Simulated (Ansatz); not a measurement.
Consider the atomization: `C=C(O)Cl` → 2 C• + Cl• + 3 H• + O•.

Program: Ansatz. Geometries: PBE0-D4/def2-TZVP. ΔE: electronic, gas phase. CCSD(T)/CBS adds triple-zeta CCSD(T) − MP2 to the extrapolated MP2 energy (def2 sets, frozen cores). This one scheme is used for every species, atoms too. Functionals use def2-TZVPP. No spin–orbit coupling; open shells (•) take unrestricted orbitals. Spin–orbit coupling would lower the free atoms: a little for C, Cl, O. One conformer a species, not always the lowest.

| level | ΔE (kJ/mol) |
| --- | --- |
| BLYP-D4 | 2714.6 |
| r2SCAN | 2721.2 |

Task: What does CCSD(T)/CBS give? (Estimate.)

Result: Ansatz gave: +2702.0 kJ/mol. The listed levels differ from it by 12.6, 19.2 kJ/mol.

Task: What do rigid-rotor, harmonic-oscillator terms from PBE0-D4/def2-TZVP frequencies (298.15 K, 1 bar) make of the CCSD(T)/CBS value? (An estimate is asked.)

Result: The calculation gave: ΔZPE = -124.9 kJ/mol, ΔH = +2606.6 kJ/mol, ΔS = 704 J/(mol·K), ΔG = +2396.8 kJ/mol. Open shells count their whole term as degenerate.

Largest T1 diagnostic among the species: 0.011.

In def2-TZVPP, CCSD(T) changes the Hartree–Fock value by +754.0 kJ/mol (the triples alone add +56.8 kJ/mol) and MP2 by +835.3 kJ/mol; breaking electron pairs costs correlation energy, which Hartree–Fock lacks. From BLYP to BHLYP (50 % exact exchange), in def2-TZVPP and without D4, ΔE moves by −122.1 kJ/mol: exact exchange takes away binding that semilocal exchange gives to molecules. The D4 term adds +19.6 kJ/mol with B3LYP and +10.0 kJ/mol with PBE0; it sums over pairs of atoms, weighted by their polarisabilities, and B3LYP, whose exchange is more repulsive, gets the larger term.

B3LYP here is the variant with VWN-RPA as its local correlation; programs differ in this.

For atomizations the MP2-based limit and the directly extrapolated one differ by several kJ/mol either way, and by 10 to 25 for some Ge, Se and Sn compounds, so smaller differences from it don't rank the levels.
